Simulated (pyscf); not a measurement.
Structures and frequencies: ωB97X-D3(BJ)/def2-SVP in PySCF.

Task: H₃C–SiH(Cl)–Cl (SMILES C[SiH](Cl)Cl) + H₂ (SMILES [H][H]) → H₃C–SiH₂–Cl (SMILES C[SiH2]Cl) + HCl (SMILES Cl)
Surface: singlet. Broken: Cl–Si, H–H. Formed: H–Si, Cl–H. Give ΔE‡ and ΔE from ωB97M-D3(BJ)/def2-TZVP, relative to the separated reactants.

Result: ΔE‡ = 51.0 kcal/mol, ΔE = +20.2 kcal/mol. Zero-point energy shifts the barrier by +2.8 kcal/mol. It is a four-centre exchange, with an imaginary mode of 802i cm⁻¹. This is the saddle that the search found; another between the same sides may lie lower.
